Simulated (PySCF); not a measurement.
ClF at RHF-SCS-MP2

Level: RHF-SCS-MP2. basis Cl 3-21G, F 3-21G; no relativity; PySCF 2.14.

* state: ¹Σ⁺ (singlet), closed shell
* bond length: 1.765 Å
* harmonic wavenumber: 691 cm⁻¹
* force constant: 3.46 mdyn/Å
* rotational constant Be: 0.4395 cm⁻¹
* anharmonicity ωexe: 4.84 cm⁻¹
* vibration–rotation constant αe: 0.00395 cm⁻¹
* well depth De to Cl + F: 1.42 eV
* dissociation energy D0: 1.37 eV

Correlated steps freeze 6 core orbitals. Where the molecule has an RHF reference, its open-shell atoms are computed with UHF. 3-21G is very small, so such numbers show the basis as much as the molecule.
